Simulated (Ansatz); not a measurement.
Reaction (SMILES): O(F)F → 2 F atom + O atom
B3LYP-D3(BJ)/def2-TZVP geometries, fixed; electronic energies without zero-point terms.
Largest species:
```
O
F 1 1.4020
F 1 1.4020 2 103.99
```

Basis-set convergence of the atomisation energy at wB97M-V with Ansatz (an electronic-structure program). Cartesian d functions, on some or all atoms, in 6-31G**, 6-31+G*; all else is spherical. The program fits the integrals of some runs and decomposes those of others, by size. Open shells are unrestricted. The functional holds VV10 correlation; no added dispersion term, no relativity. Functions are those of the species that has most. Reference: the value in aug-pcseg-3, 95.42 kcal/mol, itself unsure by roughly 0.29 kcal/mol (its mean distance from aug-cc-pVQZ, cc-pV5Z, def2-QZVPPD). Deviations are taken from unrounded values.

| basis | functions | atomisation energy (kcal/mol) | minus reference (kcal/mol) |
|---|---|---|---|
| 3-21G | 27 | 94.89 | -0.53 |
| pcseg-0 | 27 | 75.63 | -19.79 |
| def2-SVP | 42 | 97.02 | 1.60 |
| 6-31G** | 45 | 100.78 | 5.36 |
| 6-311G** | 54 | 90.06 | -5.36 |
| 6-31+G* | 57 | 91.38 | -4.04 |
| 6-311+G** | 66 | 85.82 | -9.60 |
| aug-cc-pVDZ | 69 | 92.46 | -2.96 |
| def2-TZVPP | 93 | 94.96 | -0.46 |
| jun-cc-pV(T+d)Z | 117 | 94.65 | -0.77 |
| def2-TZVPPD | 120 | 94.33 | -1.09 |
| cc-pVQZ | 165 | 95.77 | 0.35 |
| aug-pcseg-3 | 255 | 95.42 | 0.00 |
